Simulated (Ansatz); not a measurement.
# Scandium, hcp under BLYP: ground state and equation of state

The plan for scandium in the hcp structure: relax it, solve it on a dense k-mesh, switch on spin-orbit coupling, then scale the cell to 7 volumes from 88 to 112 % of the relaxed one and try a fit of the equation of state. The k-meshes are 11×11×6 for the relaxation; 18×18×10 for the dense run; 11×11×6 for spin-orbit coupling; 18×18×10 for the volumes. It starts from a deposited cell (COD).

Program: Ansatz 0.2.0. Level of theory: DFT BLYP, plane waves (420 eV) with PAW, scalar-relativistic; the PAW data stem from PBE, with regenerated cores. These are calculated values, not measurements.

## (1) The system as given

It takes space group P6_3/mmc (No. 194, hexagonal). Conventional cell: a = 3.309 Å, b = 3.309 Å, c = 5.273 Å, α = 90.00°, β = 90.00°, γ = 120.00°. Sc (site symmetry -6m2) has 12 Sc at 3.26 to 3.31 Å as nearest neighbours.

As a file:

```cif
data_structure
_symmetry_space_group_name_H-M 'P 1'
_symmetry_Int_Tables_number 1
_cell_length_a 3.3090
_cell_length_b 3.3090
_cell_length_c 5.2733
_cell_angle_alpha 90.000
_cell_angle_beta 90.000
_cell_angle_gamma 120.000
_cell_volume 50.00
loop_
_atom_site_label
_atom_site_type_symbol
_atom_site_fract_x
_atom_site_fract_y
_atom_site_fract_z
_atom_site_occupancy
Sc1 Sc 0.33333 0.66667 0.25000 1
Sc2 Sc 0.66667 0.33333 0.75000 1
```

## (2) Relaxing cell and atoms

input.yaml reads:

```yaml
crystal:
  lattice:
    - [3.3090008396, 0.0, 0.0]
    - [-1.6545004198, 2.8656787882, 0.0]
    - [0.0, 0.0, 5.2733]
  atoms:
    - { symbol: Sc, position: [0.3333333333, 0.6666666667, 0.25] }
    - { symbol: Sc, position: [0.6666666667, 0.3333333333, 0.75] }
hamiltonian:
  xc: blyp
  pseudopotentials:
    kind: paw
    azcp:
      Sc: "pseudopotentials/Sc.paw.azcp"
basis:
  ecutwfc: 420
  fft_grid_basis: typed
kpoints:
  mp_grid: { grid: [11, 11, 6], shift: [0, 0, 0] }
magnetization:
  spin_polarized: false
scf:
  occupations: { method: fermi_dirac, width: 0.1 }
relax:
  max_steps: 60
  f_tol: 0.01
  cell: {}
```

The runs that follow: Single point on a dense mesh; Spin-orbit coupling switched on; The cell scaled to 88 % of its volume; The cell scaled to 92 % of its volume; The cell scaled to 96 % of its volume; The cell scaled to 100 % of its volume; The cell scaled to 104 % of its volume; The cell scaled to 108 % of its volume; The cell scaled to 112 % of its volume.

What does the calculation give? Wanted: space group; conventional cell; volume; shortest distance; gap on the mesh; V₀, B₀, B₀′.

As calculated:

| quantity | value |
| --- | --- |
| space group (spins left aside) | P6_3/mmc (No. 194) |
| conventional cell | a = 3.339 Å, c = 5.194 Å (c/a = 1.556) |
| volume | 25.078 Å³/atom |
| shortest distance | 3.234 Å |
| against the deposited volume | +0.3 % (25.002 Å³/atom) |
| gap on the mesh | none (levels filled in part) |
| V₀, B₀, B₀′ | 24.984 Å³/atom, 52 GPa, 3.5 |

BLYP puts the volume 0.3 % above the deposited one. The deposited cell holds zero-point motion and, unless taken cold, thermal expansion, so the miss against a static lattice is larger still. No gap shows: it is a metal or semimetal at this level. The total energy of the spin-orbit run (on a coarser mesh) lies -53 meV/atom from the scalar one; mesh and treatment of the core enter this figure, so it is no spin-orbit energy. B₀ comes out at 52 GPa; letting shape and positions relax at each volume could only lower it.
